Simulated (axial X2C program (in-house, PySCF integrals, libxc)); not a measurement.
## Correcting the dissociation energy of HCl for spin–orbit coupling

A spin-free CCSD(T) curve (one-electron X2C) was computed with an in-house all-electron X2C program for linear molecules (integrals from PySCF), basis Cl dyall-av3z [9s8p3d2f], H dyall-v3z [6s2p1d] (cores contracted in-house), for the state M_S = 0, Λ = 0 (closed shell). It gives D0 = 4.351 eV to Cl + H, which in a spin-free picture are the weighted means of the ground terms.

Correlated methods: 8 electrons correlated (number of frozen shells: Cl 2 s, 1 p; H none), 128 virtual spin orbitals or spinors in MP2, 90 natural virtuals in coupled cluster.

Measured levels of the ground terms (NIST Handbook of Basic Atomic Spectroscopic Data), in cm⁻¹: Cl 2P: J = 3/2 at 0, J = 1/2 at 882.4; H 2S: J = 1/2 at 0.

The molecular state has Λ = 0, so it has no first-order lowering.

(1) How far does each ground level lie under the (2J+1)-weighted mean of its term?

(2) Correct D0.

Second-order spin–orbit effects in the molecule, which grow quickly with Z, are left out. Occupations by symmetry block were frozen at the best pattern of an incomplete PBE0 search. Dissociation energies refer to the lowest single-determinant-based atoms at the same level and basis. CCSD and (T) use frozen natural virtuals with an MP2 correction for the truncation; (T) itself is uncorrected, so its De runs slightly low.

## Answers

(1) Cl: (4 × 0 + 2 × 882.4)/6 = 294 cm⁻¹; H: a single level, 0.

(2) D0 = 4.351 + (0 − 294)/8065.5 = 4.315 eV at CCSD(T) with these spin–orbit terms. The direct two-component run gives 4.317 eV; the difference holds second-order terms in the molecule, scalar two-electron terms, the gap between measured and computed atomic splittings (a 2c atom can miss part of its lowering) and, in coupled cluster, the truncation of each run.
